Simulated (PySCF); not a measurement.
**Ionisation energy of He by level of theory**

He 1s2 (1S) → He+ 1s1 (2S), as a difference of total energies. Calculation: PySCF 2.14, in jorge-DZP-DKH (2s1p, 5 functions); the spin-free X2C one-electron Hamiltonian (Gaussian nucleus). Correlated levels: valence: nothing frozen. The calculations carry no spin-orbit coupling.

```json
{"method": "UHF", "ionisation energy (eV)": "23.444", "error (eV)": "-1.143"}
{"method": "r2SCAN", "ionisation energy (eV)": "24.572", "error (eV)": "-0.015"}
{"method": "PBE0", "ionisation energy (eV)": "24.396", "error (eV)": "-0.191"}
{"method": "MP2 (valence)", "ionisation energy (eV)": "24.148", "error (eV)": "-0.439"}
{"method": "SCS-MP2 (valence)", "ionisation energy (eV)": "24.289", "error (eV)": "-0.298"}
{"method": "CCSD (valence)", "ionisation energy (eV)": "24.325", "error (eV)": "-0.262"}
```

Reference: 24.587 eV (measured; NIST Atomic Spectra Database, ionization energies).

Errors of the correlated levels include the incompleteness of this basis.

With two correlated electrons CCSD is exact in that space.
